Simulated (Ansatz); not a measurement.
SnH⁺, singlet in def2-TZVPP: errors against full CI

Geometry: a point of a stretch scan, not a stationary point.

| atom | x (Å) | y (Å) | z (Å) |
| --- | --- | --- | --- |
| Sn | 0.0000 | 0.0000 | 0.0000 |
| H | 0.0000 | 0.0000 | 1.8990 |

Basis def2-TZVPP with its core potentials; Ansatz 0.2.0. Only valence electrons are correlated (noble-gas cores and the filled d shells of p-block atoms frozen), which leaves 4 electrons in 55 orbitals. Prefix R: restricted or restricted open-shell reference. Active spaces: pair = (2e, 2o) about the gap; valence = (4e, 5o) chosen from the atoms' valence shells. No spin–orbit coupling is included; scalar relativity enters through the core potentials alone.

Full CI is exact within this basis and frozen core; it isn't the basis-set limit.

- UHF ⟨S²⟩: 0.000
- T1 diagnostic (RCCSD): 0.0121
- largest doubles amplitude (RCCSD): 0.097

```json
{"level": "RMP2", "E − E(RHF) (eV)": "-1.6140"}
{"level": "RCCSD", "E − E(RHF) (eV)": "-2.1231"}
{"level": "RCCSD(T)", "E − E(RHF) (eV)": "-2.1574"}
```

Estimate how far full CI in def2-TZVPP lies from RCCSD(T). The table doesn't fix it; the size of (T) and the diagnostics are the guide.

Full CI in def2-TZVPP lies 0.36 mEh below RCCSD(T), which is 28 % of the (T) step (-1.26 mEh). The diagnostics give no warning, yet the rest is a sizeable part of (T).

The other levels:

```
                     level  E − E(full CI) (mEh)  share of correlation (%)  wall time
                      CISD                  3.54                     95.56      1.5 s
                   BCCD(T)                  0.35                     99.56      1.1 s
                    RCCSDT                  0.05                     99.93          –
                 RCCSDT(Q)                  0.01                     99.99      4.4 s
       CASSCF (pair space)                 60.00                     24.66          –
       NEVPT2 (pair space)                 16.92                     78.75        2 s
       MRCISD (pair space)                  1.72                     97.84          –
     MRCISD+Q (pair space)                 -1.39                    101.74      2.6 s
    CASSCF (valence space)                 34.16                     57.10          –
    NEVPT2 (valence space)                 10.31                     87.05        2 s
NEVPT4(SD) (valence space)                  1.96                     97.54      2.3 s
    MRCISD (valence space)                  0.93                     98.83          –
  MRCISD+Q (valence space)                  0.20                     99.74      2.4 s
```

The correlation energy at full CI, counted from RHF, is -2.167 eV. That run took 4.2 s on 1 thread of Arm Neoverse V1, shared host over 563,143 determinants.

Times hold each run's SCF and search for its determinant on a shared host, so for small cases they say little of a method's own cost; they ran on 1 thread of Arm Neoverse V1.

Not variational, and here over 5 meV under the exact energy: MRCISD+Q (pair space).

The full-CI state has the irrep A1 of C2v, in the program's axes (one component, if the state is degenerate).

Natural occupations of full CI about the gap: 1.943 1.904 0.048 0.035 0.035 0.008 0.008 0.005 0.004 0.002; effectively unpaired electrons, Σ n²(2−n)², 0.06.
